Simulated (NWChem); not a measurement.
# SiCl2 (SMILES Cl[Si]Cl) at 6 levels

Aim: a comparison of 6 runs (HF/def2-SVP, PBE0/6-31G, B3LYP/6-31G*, PBE0/def2-SVP, B3LYP/6-311+G**) of SiCl2. 

The results are computed with NWChem 7.3.0.

## Step 1: The system as given

The species is SiCl2 (3 atoms), meant as a singlet with charge 0. SMILES: `Cl[Si]Cl`. The shape is that of a GFN2-xTB optimisation.

Bond lengths: Si1–Cl2 2.052 Å, Si1–Cl3 2.052 Å. Angles: Cl2–Si1–Cl3 101.1°.

## Step 2: Energy and forces at HF/def2-SVP (run 1)

mymol.nw

```
start mymol
memory stack 880 mb heap 220 mb global 1100 mb

geometry units angstroms noautosym nocenter noautoz
  Si       0.005140      -0.006950      -0.869340
  Cl       1.581630      -0.018940       0.444080
  Cl      -1.586770       0.025890       0.425270
end

basis spherical bse
  * library def2-SVP
end

scf
  singlet
  rhf
  thresh 1e-08
  maxiter 80
end

task scf gradient
```

Run with:

```console
$ nwchem mymol.nw > mymol.out
```

Standard output:

```text
[...]
  functions       =    54
[...]
  wavefunction    = RHF
[...]
         Total SCF energy =  -1207.612417179613
      One-electron energy =  -2011.800333901335
      Two-electron energy =    633.175925650326
 Nuclear repulsion energy =    171.011991071396
        Time for solution =      1.4s
[...]
                         RHF ENERGY GRADIENTS
    atom               coordinates                        gradient
                 x          y          z           x          y          z
   1 Si      0.009713  -0.013134  -1.642814   -0.000049   0.000132   0.016580
   2 Cl      2.988847  -0.035791   0.839190   -0.011609   0.000099  -0.008379
   3 Cl     -2.998561   0.048925   0.803644    0.011658  -0.000230  -0.008201
[...]
```

Run time: 2.5 s. Hardware: 1 thread of Intel Xeon 6975P-C (Granite Rapids), shared host; peak memory 0.097 GiB.

## Step 3: Energy and forces at PBE0/6-31G (run 2)

input.xyz

```xyz
3
Cl2Si
Si     0.005140    -0.006950    -0.869340
Cl     1.581630    -0.018940     0.444080
Cl    -1.586770     0.025890     0.425270
```

run.py

```python
from ase.io import read
from ase.calculators.nwchem import NWChem

mol = read('input.xyz')

calc = NWChem(
    label='input',
    theory='dft',
    memory='2200 mb',
    basis='6-31G',
    basispar='spherical bse',
    dft={'xc': 'pbe0', 'mult': '1', 'grid': 'xfine', 'convergence': 'energy 1e-08', 'iterations': '100', 'mulliken': None},
)
mol.calc = calc

forces = mol.get_forces()
print(f"energy = {mol.get_potential_energy():.6f} eV")
print("forces (eV/A):")
for s, f in zip(mol.symbols, forces):
    print(f"{s:2s} {f[0]:10.5f} {f[1]:10.5f} {f[2]:10.5f}")
print("dipole (e A):", mol.get_dipole_moment().round(4))
```

Run with:

```console
$ export ASE_NWCHEM_COMMAND="nwchem PREFIX.nwi > PREFIX.nwo"
$ python run.py
```

Standard output:

```text
energy = -32909.403359 eV
forces (eV/A):
Si    0.01825   -0.02895   -3.62618
Cl    2.40321   -0.01964    1.82872
Cl   -2.42141    0.04859    1.79746
dipole (e A): [ 0.0021 -0.0026 -0.3255]
```

The calculator wrote input.nwi:

```
title "input"

permanent_dir input

scratch_dir input

start input

geometry units angstrom nocenter noautosym noautoz
  Si 5.1399999999999996e-03 -6.9499999999999996e-03 -8.6934000000000000e-01
  Cl 1.5816300000000001e+00 -1.8939999999999999e-02 4.4407999999999997e-01
  Cl -1.5867700000000000e+00 2.5890000000000000e-02 4.2526999999999998e-01
end

memory 2200 mb

basis spherical bse noprint
   * library 6-31G
end

dft
  xc pbe0
  mult 1
  grid xfine
  convergence energy 1e-08
  iterations 100
  mulliken
end

task dft gradient
```

input.nwo, cut to the lines that bear on the results:

```text
[...]
         Total DFT energy =    -1209.398276509392
[...]
  wavefunction    = closed shell
                         DFT ENERGY GRADIENTS
    atom               coordinates                        gradient
                 x          y          z           x          y          z
   1 Si      0.009713  -0.013134  -1.642814   -0.000355   0.000563   0.070518
   2 Cl      2.988847  -0.035791   0.839190   -0.046735   0.000382  -0.035563
   3 Cl     -2.998561   0.048925   0.803644    0.047089  -0.000945  -0.034955
[...]
```

It took 5.7 s on 1 thread of Intel Xeon 6975P-C (Granite Rapids), shared host; peak memory 0.12 GiB.

Run 3 isn't shown in full; the table further down has it.

## Step 4: Energy and forces at PBE0/def2-SVP (run 4)

input.nw

```
start input
title "Cl2Si PBE0"
memory 2200 mb
geometry noautosym nocenter noautoz
 Si    0.005140   -0.006950   -0.869340
 Cl    1.581630   -0.018940    0.444080
 Cl   -1.586770    0.025890    0.425270
end
basis spherical bse
 Si library def2-SVP
 Cl library def2-SVP
end
dft
 xc pbe0
 grid xfine
 convergence energy 1e-08
 maxiter 100
 mulliken
end
task dft gradient
```

Run with:

```console
$ nwchem input.nw > input.out
```

Standard output:

```text
[...]
          Wavefunction type:  closed shell.
          No. of atoms     :     3
          No. of electrons :    48
[...]
          Charge           :     0
          Spin multiplicity:     1
[...]
          AO basis - number of functions:    54
[...]
              XC Information
              --------------
                         PBE0 Method XC Functional
                     Hartree-Fock (Exact) Exchange  0.250
          PerdewBurkeErnzerhof Exchange Functional  0.750
            Perdew 1991 LDA Correlation Functional  1.000 local
           PerdewBurkeErnz. Correlation Functional  1.000 non-local
[...]
 d= 0,ls=0.0,diis     1  -1209.1008573876 -1.38D+03  1.98D-02  3.52D-01     0.6
[...]
 d= 0,ls=0.0,diis     8  -1209.1490942826 -9.35D-10  4.35D-07  3.80D-10     3.5
         Total DFT energy =    -1209.149094282633
      One electron energy =    -2012.268200991570
           Coulomb energy =      709.117267492174
    Exchange-Corr. energy =      -77.010151854633
 Nuclear repulsion energy =      171.011991071396
[...]
      Total Density - Mulliken Population Analysis
     ---------------------------------------------
    Atom       Charge   Shell Charges
 -----------   ------   -------------------------------------------------------
    1 Si  14    13.54   2.00  1.99  1.37  0.47  5.92  0.90  0.67  0.22
    2 Cl  17    17.23   2.00  1.99  1.26  0.70  5.93  2.14  3.19  0.02
    3 Cl  17    17.23   2.00  1.99  1.26  0.70  5.93  2.14  3.19  0.02
[...]
  wavefunction    = closed shell
                         DFT ENERGY GRADIENTS
    atom               coordinates                        gradient
                 x          y          z           x          y          z
   1 Si      0.009713  -0.013134  -1.642814   -0.000053   0.000136   0.017113
   2 Cl      2.988847  -0.035791   0.839190   -0.011654   0.000097  -0.008645
   3 Cl     -2.998561   0.048925   0.803644    0.011708  -0.000233  -0.008467
[...]
```

It took 5.1 s on 1 thread of Intel Xeon 6975P-C (Granite Rapids), shared host; peak memory 0.12 GiB.

Run 5 isn't shown in full; the table further down has it.

## Step 5: Energy and gradient at B3LYP/6-311+G(d,p) (run 6)

run.nw

```
echo
start run
memory stack 880 mb heap 220 mb global 1100 mb
geometry units bohr noautosym nocenter noautoz
   Si   0.00971319  -0.01313360  -1.64281451
   Cl   2.98884753  -0.03579141   0.83918958
   Cl  -2.99856072   0.04892501   0.80364383
end
basis spherical bse
   Si library 6-311+G**
   Cl library 6-311+G**
end
dft
   xc b3lyp
   grid fine
   convergence energy 1e-08
   maxiter 100
   mulliken
   noprint "final vectors analysis"
end
task dft gradient
```

Run with:

```console
$ nwchem run.nw > run.out
```

Standard output:

```text
[...]
          Wavefunction type:  closed shell.
          No. of atoms     :     3
          No. of electrons :    48
[...]
          Charge           :     0
          Spin multiplicity:     1
[...]
          AO basis - number of functions:    90
[...]
              XC Information
              --------------
                         B3LYP Method XC Potential
                     Hartree-Fock (Exact) Exchange  0.200
                        Slater Exchange Functional  0.800 local
                    Becke 1988 Exchange Functional  0.720 non-local
              Lee-Yang-Parr Correlation Functional  0.810
                  VWN I RPA Correlation Functional  0.190 local
[...]
 d= 0,ls=0.0,diis     1  -1209.9663964868 -1.38D+03  1.28D-02  1.72D+00     1.0
[...]
 d= 0,ls=0.0,diis     8  -1210.0296822966 -2.29D-09  2.92D-06  6.52D-08     5.8
         Total DFT energy =    -1210.029682296593
      One electron energy =    -2012.545702923799
           Coulomb energy =      708.959354151481
    Exchange-Corr. energy =      -77.455312298085
 Nuclear repulsion energy =      171.011978773811
[...]
      Total Density - Mulliken Population Analysis
     ---------------------------------------------
    Atom       Charge   Shell Charges
 -----------   ------   -------------------------------------------------------
    1 Si  14    13.79   0.79  1.18  0.96  1.02  1.09  0.89  1.96  3.89  0.50  1.00  0.00  0.23  0.10  0.16
    2 Cl  17    17.11   0.78  1.19  0.89  1.09  1.02  1.02  7.43 -1.52  1.09  2.97  1.39 -0.13 -0.13  0.02
    3 Cl  17    17.11   0.78  1.19  0.89  1.09  1.02  1.02  7.43 -1.52  1.09  2.97  1.39 -0.13 -0.13  0.02
[...]
  wavefunction    = closed shell
                         DFT ENERGY GRADIENTS
    atom               coordinates                        gradient
                 x          y          z           x          y          z
   1 Si      0.009713  -0.013134  -1.642815   -0.000082   0.000168   0.021114
   2 Cl      2.988848  -0.035791   0.839190   -0.015904   0.000141  -0.010669
   3 Cl     -2.998561   0.048925   0.803644    0.015986  -0.000310  -0.010445
[...]
```

It took 8.7 s on 1 thread of Intel Xeon 6975P-C (Granite Rapids), shared host; peak memory 0.12 GiB.

## Step 6: Overview of the runs

```csv
run,level,iteration cap,module,energy (Eh),dipole moment (D),HOMO energy (eV),LUMO energy (eV),wall time
1,HF/def2-SVP,80,scf,-1207.612417,0.99,-10.03,0.51,2.5 s
2,PBE0/6-31G,100,dft,-1209.398277,1.56,-8.01,-3.38,5.7 s
3,B3LYP/6-31G* (spherical functions),100,dft,-1209.939867,1.02,-7.53,-3.04,7.5 s
4,PBE0/def2-SVP,100,dft,-1209.149094,0.69,-7.56,-2.69,5.1 s
5,B3LYP/6-31G* (Cartesian functions),100,dft,-1209.948251,1.02,-7.53,-3.03,9 s
6,B3LYP/6-311+G**,100,dft,-1210.029682,1.14,–,–,8.7 s
```

## Step 7: Results

| quantity | value |
| --- | --- |
| run 6: total energy | -1210.02968 Eh |
| run 6: dipole moment | 1.14 D |
| run 6: largest force on an atom | 1.086 eV/Å |

In words: The dipole moment (its size) runs from 0.69 D (PBE0/def2-SVP) to 1.56 D (PBE0/6-31G). Over runs 1, 2, 3, 4, 5 the HOMO–LUMO gap runs from 4.50 eV (B3LYP/6-31G*) to 10.54 eV (HF/def2-SVP). The two ends differ in method and basis. Totals of different functionals can't be ranked against each other. All runs together took 39 s, the longest 9 s.
